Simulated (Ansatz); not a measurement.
A relaxed structure of BAs. Method: PBE (plane waves to 420 eV, PAW, scalar-relativistic; Ansatz, an electronic-structure program).

```cif
data_AsB
_chemical_formula_sum 'B1 As1'
_space_group_name_H-M_alt 'P 1'
_space_group_IT_number 1
_cell_length_a 3.40060
_cell_length_b 3.40060
_cell_length_c 3.40060
_cell_angle_alpha 60.000
_cell_angle_beta 60.000
_cell_angle_gamma 60.000
loop_
_space_group_symop_operation_xyz
  'x, y, z'
loop_
_atom_site_label
_atom_site_type_symbol
_atom_site_fract_x
_atom_site_fract_y
_atom_site_fract_z
_atom_site_occupancy
B1 B 0.50000 0.50000 0.50000 1
As1 As 0.25000 0.25000 0.25000 1
```

Q: Determine the symmetry and give the standard cell with its independent sites.

A: Space group F-43m (No. 216); a = b = c = 4.809 Å, α = β = γ = 90.00°

```csv
atom,site,symmetry,x,y,z
B,4b,-43m,0.5000,0.5000,0.5000
As,4d,-43m,0.7500,0.7500,0.7500
```

This is the zinc blende type.

Q: Give the shortest distances between elements (the closest pairs, up to four, under 3.6 Å).

A: As–B 2.08 Å; As–As 3.40 Å; B–B 3.40 Å.

```yaml
volume_per_atom: 13.90 Å³
density: 5.12 g/cm³
band_gap: 1.21 eV, indirect (valence top at Γ, conduction bottom at 82 % of the way from Γ to X) (no spin-orbit coupling)
smallest_direct_gap: 3.25 eV at Γ
```

No spin polarisation in the result.

Measured for BAs: a 4.777 Å (room temperature; as listed in M J Lucero, T M Henderson, G E Scuseria, Journal of Physics Condensed Matter (2012)); gap 1.82 eV (room temperature; as listed in Joon Sang Kang et al., Applied Physics Letters (2019)). Computed minus measured — a: PBE +0.7 %; gap: PBE -0.61 eV. The computed values are for a static lattice, and a measured gap can be an optical one, lowered by exciton binding.

The run could not lose the symmetry of its start; a randomly shaken copy of 4 atoms returns to this structure.
